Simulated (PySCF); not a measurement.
AlF3, SMILES [F][Al]([F])[F].

The structure is a stationary point at PBE-D3(BJ)/def2-TZVP. The isomer is the one that the SMILES or the coordinates give; other isomers of the formula were not compared.

Method: PySCF 2.14.0 with PBE-D3(BJ)/def2-TZVP.

Frequencies are harmonic and unscaled.

Modes within 1.5 cm⁻¹ of each other (mostly degenerate sets) share a row, with their intensities summed.

List the normal modes with their intensities. (Estimate from the structure and the level; the computed values follow.)


| mode | ν (cm⁻¹) | IR (km/mol) | moving atoms (share of kinetic energy) |
|---|---|---|---|
| 1–2 | 237 | 59.9 | F 85 %, Al 15 % |
| 3 | 285 | 120.4 | Al 68 %, F 32 % |
| 4 | 665 | 0.0 | F 100 % |
| 5–6 | 921 | 338.6 | Al 53 %, F 47 % |
